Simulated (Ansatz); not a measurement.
A nudged elastic band was laid between two geometries of C₅H₁₃N (19 atoms, charge 0, multiplicity 1).

Computed with RKS LDA/STO-3G (Ansatz 0.2.0).

| Property | Result |
| --- | --- |
| movable images | 7 |
| climbing image | yes |
| spring | 5.0 eV/Å² |
| optimiser | quadratic models (default) |
| start path | through a guess of the saddle point |
| force threshold | 0.05 eV/Å |
| iteration limit | 60 |
| end points | relaxed |

Initial state:

```xyz
19
Properties=species:S:1:pos:R:3
C 0.767 -1.736 -0.702
C 0.760 -0.380 0.030
C 1.179 0.751 -0.933
C -0.668 -0.149 0.615
C -0.735 1.120 1.502
N -1.659 -0.156 -0.523
H 1.697 -1.876 -1.275
H -0.100 -1.747 -1.384
H 0.659 -2.565 0.014
H 1.471 -0.403 0.879
H 2.208 0.580 -1.287
H 1.141 1.733 -0.437
H 0.516 0.769 -1.812
H -0.914 -1.029 1.245
H 0.005 1.063 2.316
H -1.737 1.226 1.949
H -0.523 2.021 0.904
H -1.510 0.786 -0.998
H -2.601 -0.011 -0.048
```

Final state:

```xyz
19
Properties=species:S:1:pos:R:3
C 0.674 -1.724 -0.680
C 0.684 -0.358 0.036
C 1.092 0.762 -0.942
C -0.716 -0.078 0.697
C -0.671 1.178 1.590
N -1.859 0.071 -0.269
H 1.658 -1.935 -1.128
H -0.076 -1.731 -1.489
H 0.428 -2.532 0.027
H 1.428 -0.397 0.856
H 2.066 0.534 -1.402
H 1.169 1.730 -0.423
H 0.348 0.858 -1.751
H -0.952 -0.959 1.331
H 0.125 1.087 2.345
H -1.638 1.308 2.100
H -0.477 2.076 0.981
H -1.557 0.873 -0.903
H -1.766 -0.769 -0.918
```

Problem. Which bonds break or form, and what moves?

Solution. No bond is made or broken. The height of N6 over the plane of its neighbours goes from -0.50 to 0.50 Å.

Problem. Give the energies along the band, and the barrier.

Solution. The forces met the threshold. The highest image is number 4 of 0 to 8, 0.37 eV above the first end and 0.37 eV above the last; the last end lies 0.00 eV below the first. A vibrational analysis at the climbing image gives one clearly imaginary mode, 641i cm⁻¹: a first-order saddle point. Limits of this set-up: minimal basis.

```json
{"image": "0", "path coordinate (Å)": "0.00", "energy (eV)": "0.00", "height of N6 over the plane of its neighbours (Å)": "-0.50"}
{"image": "1", "path coordinate (Å)": "0.33", "energy (eV)": "0.01", "height of N6 over the plane of its neighbours (Å)": "-0.49"}
{"image": "2", "path coordinate (Å)": "0.66", "energy (eV)": "0.05", "height of N6 over the plane of its neighbours (Å)": "-0.47"}
{"image": "3", "path coordinate (Å)": "1.00", "energy (eV)": "0.18", "height of N6 over the plane of its neighbours (Å)": "-0.34"}
{"image": "4", "path coordinate (Å)": "1.33", "energy (eV)": "0.37", "height of N6 over the plane of its neighbours (Å)": "-0.01"}
{"image": "5", "path coordinate (Å)": "1.61", "energy (eV)": "0.23", "height of N6 over the plane of its neighbours (Å)": "0.27"}
{"image": "6", "path coordinate (Å)": "1.89", "energy (eV)": "0.05", "height of N6 over the plane of its neighbours (Å)": "0.45"}
{"image": "7", "path coordinate (Å)": "2.17", "energy (eV)": "0.00", "height of N6 over the plane of its neighbours (Å)": "0.49"}
{"image": "8", "path coordinate (Å)": "2.45", "energy (eV)": "0.00", "height of N6 over the plane of its neighbours (Å)": "0.50"}
```

Problem. What is the geometry of the highest image?

Solution. 
```xyz
19
Properties=species:S:1:pos:R:3:forces:R:3
C 0.710 -1.717 -0.691 0.00 0.01 0.00
C 0.750 -0.371 0.056 0.00 0.01 0.00
C 1.204 0.753 -0.894 0.00 -0.01 0.00
C -0.693 -0.076 0.631 0.01 0.00 -0.01
C -0.664 1.196 1.522 0.00 0.00 -0.01
N -1.708 0.005 -0.394 0.03 0.00 0.03
H 1.653 -1.908 -1.228 0.00 0.00 0.00
H -0.118 -1.678 -1.419 0.00 -0.01 0.00
H 0.524 -2.549 0.006 0.00 0.00 0.00
H 1.453 -0.434 0.909 0.00 0.00 0.00
H 2.185 0.516 -1.335 0.00 0.00 0.00
H 1.282 1.714 -0.364 0.00 0.00 0.00
H 0.473 0.860 -1.712 0.00 0.00 0.00
H -0.954 -0.943 1.275 0.00 0.00 0.01
H 0.129 1.118 2.283 0.00 0.00 0.00
H -1.633 1.331 2.027 0.00 0.00 0.00
H -0.467 2.086 0.904 0.00 0.00 0.00
H -1.774 0.841 -0.993 -0.02 -0.01 -0.01
H -2.394 -0.749 -0.526 -0.01 0.01 -0.02
```

Problem. What are the harmonic wavenumbers there?

Solution. 641i, 76, 143, 209, 224, 241, 261, 284, 349, 408, 503, 603, 790, 963, 981, 998, 1025, 1044, 1093, 1133, 1192, 1263, 1283, 1308, 1378, 1413, 1452, 1485, 1507, 1510, 1527, 1633, 1636, 1641, 1646, 1651, 1654, 1699, 3274, 3281, 3284, 3324, 3341, 3442, 3449, 3454, 3456, 3457, 3462, 3758, 3961 cm⁻¹.

Run time: 4.1 min on 1 thread of Arm Neoverse V1, on a shared host, peak memory 0.1 GiB.
